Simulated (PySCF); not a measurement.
A structure optimised at PBE-D3(BJ)/def2-TZVP, used in a PySCF frequency run:

```
B
F 1 1.3253
F 1 1.3253 2 120.00
F 1 1.3253 2 120.00 3 180.00
```

Q: Write its SMILES, formula and point group.

A: FB(F)F, BF3, D3h

Q: What are its rotational constants (standard atomic weights)?

A: 10.096, 10.096, 5.0481 GHz
